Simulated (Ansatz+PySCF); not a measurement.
singlet C5H5(-): levels of theory in one basis

```
atom    x (Å)    y (Å)   z (Å)
   C   1.2016   0.0000  0.0000
   C   0.3713   1.1428  0.0000
   C  -0.9721   0.7063  0.0000
   C  -0.9721  -0.7063  0.0000
   C   0.3713  -1.1428  0.0000
   H   2.2974   0.0000  0.0000
   H   0.7099   2.1849  0.0000
   H  -1.8586   1.3504  0.0000
   H  -1.8586  -1.3504  0.0000
   H   0.7099  -2.1849  0.0000
```

Basis set: def2-SVP (spherical functions). Frozen core: 5 orbitals. Charge -1, multiplicity 1.

Computed with Ansatz (development build ahead of 0.2.0); each method stands on the lowest determinant of its kind that the runs found. NEVPT2 correlates all electrons. Active spaces start from the frontier orbitals, and the lowest solution found is given.

```csv
method,E − E(RHF) (eV),<S²> of the determinant
RHF,0.00,0.00
RHF-MP2,-18.41,–
"CASSCF(6,5)",-1.24,–
"SC-NEVPT2(6,5)",-18.99,–
"SC-NEVPT2(2,2)",-18.65,–
```

Question: What does CASSCF(2,2) give on the same scale?

Answer: -0.36 eV.

Question: Is a single determinant a sound starting point here?

Answer: By this sign, yes. Unrestricted orbitals gain 0.00 eV and <S²> is 0.00 against 0.00 for a pure state. The CASSCF(6,5) natural occupations are 1.98, 1.95, 1.95, 0.06, 0.06. The CASSCF(2,2) natural occupations are 1.97, 0.03.

Caution: no diffuse functions for an anion.
